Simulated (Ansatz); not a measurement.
## NiH₃: from a trial structure to a relaxed crystal

These are results of Ansatz, DFT PBE, scalar-relativistic, plane waves, PAW, not measurements. Cutoff 420 eV, Γ-centred k mesh, Gaussian smearing, no spin polarisation in the final step.

NiH₃ was placed on the Cu3Au (L1_2) structure type (Pm-3m, No. 221), with Ni in place of Au, H in place of Cu, at a guessed volume.

```
CELL_PARAMETERS angstrom
2.96888 0.00000 0.00000
0.00000 2.96888 0.00000
0.00000 0.00000 2.96888
ATOMIC_POSITIONS crystal
Ni 0.00000 0.00000 0.00000
H 0.00000 0.50000 0.50000
H 0.50000 0.00000 0.50000
H 0.50000 0.50000 0.00000
```

Cell and atoms relax at zero pressure; the relaxation can't lower the symmetry of the start. After a coarse first stage the cell is made exact in the group found at 0.06 Å.

The zero of energy is the elements' standard structures at the same level (H₂ as a molecule); no fitted shifts are applied.

Q: Which crystal results?

A: It keeps Pm-3m (No. 221). The result has the Cu3Au (L1_2) structure. Conventional cell: a = 2.665 Å. Ni has 12 H at 1.88 Å; around H lie 4 Ni at 1.88 Å and 8 H at 1.88 Å.

```
Ni H
1.0
     2.66536    0.00000    0.00000
     0.00000    2.66536    0.00000
     0.00000    0.00000    2.66536
Ni H
1 3
Cartesian
  0.0000 0.0000 0.0000
  0.0000 1.3327 1.3327
  1.3327 0.0000 1.3327
  1.3327 1.3327 0.0000
```

Q: What are its volume, energy, density and gap?

A: The volume per atom is 4.73 Å³. The density is 5.41 g/cm³, the energy over the elements is 0.34 eV/atom and the gap on the 18×18×18 mesh is 0 eV (a metal).

The final run used a 18×18×18 mesh on its 4-atom cell and 0.10 eV smearing. For metals, differences of a few meV/atom aren't resolved. A structure relaxed within its symmetry needn't be a true minimum.

Cost: 3 runs of about 0.47 core-minutes in all, on Arm Neoverse V2 (shared hosts).